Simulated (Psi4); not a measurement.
# [SiPH4]− (SMILES [SiH2-]P): M06-2X/def2-SVPD

What is the energy change on altering one bond length of [SiPH4]− at M06-2X/def2-SVPD? 

Program for the calculation: Psi4 1.11.

6 further runs of the same task are left out: 5 that didn't finish, 1 set aside as unsound or not needed.

### 1 The structure to begin with

[SiPH4]− has 6 atoms, charge -1, and is taken as a singlet. SMILES: `[SiH2-]P`. The shape is that of a GFN2-xTB optimisation. This is one conformer, not always the lowest.

Bond lengths: Si1–P2 2.225 Å, Si1–H3 1.503 Å, Si1–H4 1.503 Å, P2–H5 1.375 Å, P2–H6 1.375 Å. Angles: Si1–P2–H5 94.0°, Si1–P2–H6 94.1°, P2–Si1–H3 96.4°, P2–Si1–H4 96.5°, H5–P2–H6 91.3°, H3–Si1–H4 96.7°.

### 2 Energy and gradient at M06-2X/def2-SVPD

Contents of input.json:

```json
{
 "schema_name": "qcschema_input",
 "schema_version": 1,
 "molecule": {
  "schema_name": "qcschema_molecule",
  "schema_version": 2,
  "symbols": ["Si", "P", "H", "H", "H", "H"],
  "geometry": [0.67586055, -1.92723719, -0.25061548, -0.67128741, 2.02461478, 0.25057768, -0.73149409, -3.02467674, 1.95938143, -1.21335535, -2.66094225, -2.24095062, 0.76987442, 2.95825286, -1.70041336, 1.17040188, 2.62998854, 1.98202035],
  "molecular_charge": -1,
  "molecular_multiplicity": 1,
  "fix_symmetry": "c1"
 },
 "driver": "gradient",
 "model": {
  "method": "m06-2x",
  "basis": "def2-SVPD"
 },
 "keywords": {
  "puream": true,
  "e_convergence": 1e-09,
  "d_convergence": 1e-08,
  "scf_type": "pk",
  "dft_radial_points": 99,
  "dft_spherical_points": 590
 }
}
```

Launch:

```console
$ psi4 --qcschema input.json -n 1 --memory 1600MB
```

stdout:

```text
[...]
  Running in c1 symmetry.
[...]
  Nuclear repulsion =   83.574544059838061
[...]
  Multiplicity = 1
[...]
  Nalpha       = 17
  Nbeta        = 17
[...]
    Number of basis functions: 80
[...]
   @RKS iter   1:  -632.90383386779479   -2.85518e-01   4.06919e-03 DIIS/ADIIS
[...]
   @RKS iter  11:  -633.00068574229113   -3.97904e-12   5.63756e-09 DIIS
[...]
    Orbital Energies [Eh]
    ---------------------
    Doubly Occupied:
       1A    -77.823792     2A    -66.764601     3A     -6.644412
       4A     -5.304985     5A     -4.762649     6A     -4.761287
       7A     -4.759433     8A     -3.617053     9A     -3.616047
      10A     -3.614147    11A     -0.534260    12A     -0.352169
      13A     -0.266948    14A     -0.172442    15A     -0.166581
      16A     -0.132796    17A     -0.018594
[...]
  @RKS Final Energy:  -633.00068574229113
   => Energetics <=
    Nuclear Repulsion Energy =             83.5745440598380611
    One-Electron Energy =               -1048.9075377552778718
    Two-Electron Energy =                 354.0710567081508202
    DFT Exchange-Correlation Energy =     -21.7387487550022662
    Empirical Dispersion Energy =           0.0000000000000000
    VV10 Nonlocal Energy =                  0.0000000000000000
    Total Energy =                       -633.0006857422911253
[...]
 Multipole Moments:
 ------------------------------------------------------------------------------------
     Multipole            Electronic (a.u.)      Nuclear  (a.u.)        Total (a.u.)
 ------------------------------------------------------------------------------------
 L = 1.  Multiply by 2.5417464519 to convert [e a0] to [Debye]
 Dipole X            :         -0.6287347            0.3776105           -0.2511241
 Dipole Y            :          2.3935315           -1.2645816            1.1289499
 Dipole Z            :          0.2715657           -0.1428416            0.1287241
 Magnitude           :                                                    1.1636843
[...]
  -Total Gradient:
     Atom            X                  Y                   Z
    ------   -----------------  -----------------  -----------------
       1       -0.028474355534     0.027291013328     0.005589620958
       2        0.037984453693    -0.011788845407    -0.005177328450
       3        0.008416619205     0.002583302921    -0.006321335536
       4        0.009699773639     0.001589655903     0.004611791230
       5       -0.011883212818    -0.011464521637     0.018344400405
       6       -0.015729809574    -0.008169630211    -0.017047170145
[...]
```

The result, in JSON:

```text
{
 "driver": "gradient",
 "model": {
  "method": "m06-2x",
  "basis": "def2-SVPD"
 },
 "success": true,
 "return_result": [-0.02847435553429256, 0.027291013327757647, 0.005589620958331806, 0.03798445369297787, -0.011788845407495325, -0.005177328450142765, 0.008416619204849943, 0.002583302921169754, -0.006321335535527786, 0.009699773639207987, 0.0015896559030465843, 0.004611791230010022, -0.01188321281838399, -0.011464521636778413, 0.01834440040466509, -0.015729809574362832, -0.00816963021090479, -0.01704717014532535],
 "properties": {
  "calcinfo_nbasis": 80,
  "calcinfo_nmo": 80,
  "calcinfo_nalpha": 17,
  "calcinfo_nbeta": 17,
  "calcinfo_natom": 6,
  "nuclear_repulsion_energy": 83.57454405983806,
  "return_energy": -633.0006857422911,
  "return_gradient": [-0.02847435553429256, 0.027291013327757647, 0.005589620958331806, 0.03798445369297787, -0.011788845407495325, -0.005177328450142765, 0.008416619204849943, 0.002583302921169754, -0.006321335535527786, 0.009699773639207987, 0.0015896559030465843, 0.004611791230010022, -0.01188321281838399, -0.011464521636778413, 0.01834440040466509, -0.015729809574362832, -0.00816963021090479, -0.01704717014532535],
  "scf_one_electron_energy": -1048.9075377552779,
  "scf_two_electron_energy": 354.0710567081508,
  "scf_xc_energy": -21.738748755002266,
  "scf_dipole_moment": [-0.2511241449265009, 1.1289499069580136, 0.12872407961504267],
  "scf_total_energy": -633.0006857422911,
  "scf_total_gradient": [-0.02847435553429256, 0.027291013327757647, 0.005589620958331806, 0.03798445369297787, -0.011788845407495325, -0.005177328450142765, 0.008416619204849943, 0.002583302921169754, -0.006321335535527786, 0.009699773639207987, 0.0015896559030465843, 0.004611791230010022, -0.01188321281838399, -0.011464521636778413, 0.01834440040466509, -0.015729809574362832, -0.00816963021090479, -0.01704717014532535],
  "scf_iterations": 11
 }
}
```

Run time: 20 s. Hardware: 1 thread of AMD EPYC 9R45 (Zen 5), shared host; peak memory 0.91 GiB.

### 3 The distorted shape at the same level

Contents of h4psi.inp:

```
memory 1.6 GB

molecule {
  -1 1
  Si     0.065287    -1.115952    -0.407482
  P     -0.647593     0.975278    -0.142262
  H     -0.679453    -1.696692     0.761998
  H     -0.934443    -1.504212    -1.460722
  H      0.115037     1.469338    -1.174682
  H      0.619350     1.391730     1.048840
  units angstrom
  symmetry c1
}

set basis def2-SVPD
set puream true
set e_convergence 1e-09
set d_convergence 1e-08
set scf_type pk
set dft_radial_points 99
set dft_spherical_points 590

result, w = gradient("m06-2x", return_wfn=True)
print_variables()
```

Launch:

```console
$ psi4 -i h4psi.inp -o h4psi.out -n 1
```

h4psi.out:

```text
[...]
  Running in c1 symmetry.
[...]
  Nuclear repulsion =   81.947885657956490
[...]
  Multiplicity = 1
[...]
  Nalpha       = 17
  Nbeta        = 17
[...]
    Number of basis functions: 80
[...]
   @RKS iter   1:  -632.86545170240163   -3.99730e-01   4.19457e-03 DIIS/ADIIS
[...]
   @RKS iter  12:  -632.97431668078036   -6.02540e-12   4.90066e-09 DIIS
[...]
    Orbital Energies [Eh]
    ---------------------
    Doubly Occupied:
       1A    -77.850903     2A    -66.767644     3A     -6.666749
       4A     -5.308315     5A     -4.784879     6A     -4.783301
       7A     -4.781098     8A     -3.620304     9A     -3.619302
      10A     -3.617433    11A     -0.517448    12A     -0.351814
      13A     -0.238245    14A     -0.174766    15A     -0.162633
      16A     -0.137072    17A     -0.021935
[...]
  @RKS Final Energy:  -632.97431668078036
   => Energetics <=
    Nuclear Repulsion Energy =             81.9478856579564905
    One-Electron Energy =               -1045.4494656066090101
    Two-Electron Energy =                 352.2257122855760940
    DFT Exchange-Correlation Energy =     -21.6984490177040001
    Empirical Dispersion Energy =           0.0000000000000000
    VV10 Nonlocal Energy =                  0.0000000000000000
    Total Energy =                       -632.9743166807804755
[...]
 Multipole Moments:
 ------------------------------------------------------------------------------------
     Multipole            Electronic (a.u.)      Nuclear  (a.u.)        Total (a.u.)
 ------------------------------------------------------------------------------------
 L = 1.  Multiply by 2.5417464519 to convert [e a0] to [Debye]
 Dipole X            :         -1.0573592            0.6383511           -0.4190081
 Dipole Y            :          2.1598216           -1.1788741            0.9809475
 Dipole Z            :         -0.1993318            0.1022909           -0.0970409
 Magnitude           :                                                    1.0710942
[...]
  -Total Gradient:
     Atom            X                  Y                   Z
    ------   -----------------  -----------------  -----------------
       1       -0.029935481101     0.027236488053     0.003480453297
       2       -0.018614926181    -0.028684017388    -0.061543672695
       3        0.008411762169     0.002313484577    -0.006018664826
       4        0.010723751584    -0.000401345466     0.005323172709
       5       -0.013603371697    -0.011961141358     0.017492714812
       6        0.043068353966     0.011466710212     0.041257682286
[...]
```

Run time: 20 s. Hardware: 1 thread of AMD EPYC 9R45 (Zen 5), shared host; peak memory 0.89 GiB.

### 4 Results

Level: M06-2X/def2-SVPD.

```
                                                              quantity          value
                                             first shape: total energy  -633.00069 Eh
                                              first shape: HOMO energy       -0.51 eV
                                              first shape: LUMO energy        5.24 eV
    first shape: HOMO–LUMO gap (to an unbound level, set by the basis)        5.75 eV
                                 first shape: largest force on an atom     2.062 eV/Å
                                         distorted shape: total energy  -632.97432 Eh
                                          distorted shape: HOMO energy       -0.60 eV
                                          distorted shape: LUMO energy        4.55 eV
distorted shape: HOMO–LUMO gap (to an unbound level, set by the basis)        5.15 eV
                             distorted shape: largest force on an atom     3.620 eV/Å
     energy change with the P2–H6 bond stretched from 1.375 to 1.788 Å       0.718 eV
```

What this shows: With the P2–H6 bond stretched from 1.375 to 1.788 Å the energy rises by 0.72 eV (69.2 kJ/mol). The first shape isn't relaxed at this level, so the change isn't measured from a minimum. The largest force (first shape) is 2.06 eV/Å: the shape isn't a stationary point for this species at this level.
